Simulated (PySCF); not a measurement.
Compound: C3H4Cl2.
SMILES: `C/C(Cl)=C\Cl`

The closed-shell ground state was solved at several levels (PySCF, density fitting, gas phase, non-relativistic). Geometry: PBE0-D3(BJ)/def2-SVP; no solvent, vibrations or thermal averaging.

```csv
level,basis functions,total energy (Eh),HOMO (eV),LUMO (eV),gap (eV),dipole (D)
HF/pcSseg-2,250,-1034.9794,-9.68,2.79,12.47,0.76
wB97X-D/def2-SVPD,146,-1036.7058,-9.02,1.28,10.30,0.76
```

Task: What might PBE0/pcSseg-1 (119 basis functions) give for the same quantities?

Result: Total energy -1036.6072 Eh, HOMO -7.19 eV, LUMO -0.39 eV, gap 6.80 eV, dipole 0.78 D.

Task: Over all these levels, which gives the widest orbital gap and which the narrowest?

Result: HF/pcSseg-2 (Hartree–Fock, all exact exchange) has the widest, 12.47 eV, and PBE0/pcSseg-1 (global hybrid, 25 % exact exchange) the narrowest, 6.80 eV. Functional and basis both differ between the two, so the spread mixes both effects.

Task: How far do the dipole and the HOMO energy spread over the levels?

Result: The dipole runs from 0.76 to 0.78 D (mean 0.77 D) and the HOMO from -9.68 to -7.19 eV.

The pairwise dispersion term of wB97X-D wasn't added to the energies; at a given geometry it leaves orbitals and properties as they are.
